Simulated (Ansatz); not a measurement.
Start from `O/C=C\F` and change one atom or group (the configuration at the double bond changes too) to get `CO/C=C/O`.

Ansatz, PBE0-D4/def2-TZVP geometries, multiplicity 1. Each molecule was computed in one conformer, which needn't be the lowest.

```csv
property,`O/C=C\F`
HOMO–LUMO gap (B3LYP/def2-TZVPP) / eV,7.18
HOMO energy (B3LYP/def2-TZVPP) / eV,-6.58
LUMO energy (B3LYP/def2-TZVPP) / eV,0.60
LUMO energy (PBE/def2-TZVPP) / eV,-0.12
HOMO–LUMO gap (PBE/def2-TZVPP) / eV,5.34
LUMO energy (PBE0/def2-TZVPP) / eV,0.90
```

(1) Give the same properties after the change, and the shifts. (Estimate.)

Results:

(1) The calculation gave: 
```json
{"property": "HOMO–LUMO gap (B3LYP/def2-TZVPP) / eV", "`CO/C=C/O`": "6.41", "shift": "-0.77"}
{"property": "HOMO energy (B3LYP/def2-TZVPP) / eV", "`CO/C=C/O`": "-5.82", "shift": "0.76"}
{"property": "LUMO energy (B3LYP/def2-TZVPP) / eV", "`CO/C=C/O`": "0.59", "shift": "-0.01"}
{"property": "LUMO energy (PBE/def2-TZVPP) / eV", "`CO/C=C/O`": "0.09", "shift": "0.21"}
{"property": "HOMO–LUMO gap (PBE/def2-TZVPP) / eV", "`CO/C=C/O`": "4.85", "shift": "-0.49"}
{"property": "LUMO energy (PBE0/def2-TZVPP) / eV", "`CO/C=C/O`": "0.99", "shift": "0.09"}
```

With PBE0 the HOMO rises by 0.77 eV and the LUMO rises by 0.09 eV, so the gap narrows by about 0.68 eV. PBE moves the HOMO by 0.69 eV and ωB97M-V by 0.78 eV.

B3LYP here is the variant with VWN-RPA as its local correlation; programs differ in this.
